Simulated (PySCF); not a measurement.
# Worked example: the barrier

An elementary step of BH₃S₂, singlet (BH₃S₂ ([SH][BH][SH]) → BHS ([BH][S]) + H₂S; bonds formed: S2–H4; bonds broken: B1–S2, S3–H4). “Start” is the structure reached by relaxing down from the saddle towards the reactants; PBE0-D4/def2-TZVP structures. The saddle:

```json
{"atom": "B1", "x (Å)": "-0.6167", "y (Å)": "-0.0115", "z (Å)": "-0.5882"}
{"atom": "S2", "x (Å)": "0.7563", "y (Å)": "-0.8704", "z (Å)": "0.5821"}
{"atom": "S3", "x (Å)": "0.0662", "y (Å)": "1.4610", "z (Å)": "-1.1155"}
{"atom": "H4", "x (Å)": "1.1763", "y (Å)": "0.4746", "z (Å)": "0.1089"}
{"atom": "H5", "x (Å)": "-1.6286", "y (Å)": "-0.6177", "z (Å)": "-0.7374"}
{"atom": "H6", "x (Å)": "0.2465", "y (Å)": "-0.4360", "z (Å)": "1.7500"}
```

PySCF 2.14 with density fitting (its default auxiliary sets; JK sets also for MP2 and CCSD(T)); basis: def2-TZVPP and def2-QZVPP; cores frozen in the correlated methods.

Energies in eV:

| quantity | saddle | start |
| --- | --- | --- |
| Hartree–Fock, triple zeta (X = 3) | -22353.80238 | -22356.34769 |
| Hartree–Fock, quadruple zeta (X = 4) | -22354.44174 | -22356.98393 |
| MP2 correlation, X = 3 | -13.09543 | -12.46503 |
| MP2 correlation, X = 4 | -14.14441 | -13.48416 |
| CCSD(T) correlation, X = 3 | -14.91407 | -14.35589 |

(1) Work out the barrier at the basis limit: extrapolate Hartree–Fock as E(X) = E∞ + A exp(−7.88 √X) and the MP2 correlation as E(X) = E∞ + B X^−2.97 (the exponents that Neese and Valeev fitted for def2-TZVPP and QZVPP), then add CCSD(T) − MP2 in triple zeta.

No T1 diagnostic of these runs exceeds 0.019.

Answers

(1) Each step is linear, so take the differences first (saddle − start): Hartree–Fock 2.54531 (X = 3) and 2.54219 (X = 4); MP2 correlation -0.63040 and -0.66025; CCSD(T) correlation -0.55818.
Two points give E∞ = E(4) + w [E(4) − E(3)], with w = 1/(exp(7.88 (2 − √3)) − 1) = 0.1377 for Hartree–Fock and w = 1/((4/3)^2.97 − 1) = 0.7407 for the correlation.
Hartree–Fock: 2.54219 + 0.1377 × (-0.00312) = 2.5418 eV.
MP2 correlation: -0.66025 + 0.7407 × (-0.02985) = -0.6824 eV.
CCSD(T) − MP2: -0.55818 − (-0.63040) = 0.0722 eV.
Sum: 2.5418 + (-0.6824) + 0.0722 = 1.9316 eV, or 44.54 kcal/mol. Plain CCSD(T) in triple zeta gives 1.9871 eV, so the larger basis shifts the result by -0.0555 eV.

Labels in which every atom is bracketed show which atoms are joined, not bond orders.

For scale, one of the runs: CCSD(T)/def2-TZVPP, 157 basis functions, launched by `OMP_NUM_THREADS=4 python run.py`. Time: 92 s of wall clock on 4 CPU threads of an Arm Neoverse V2; the host was shared. Peak host memory: 0.99 GiB.
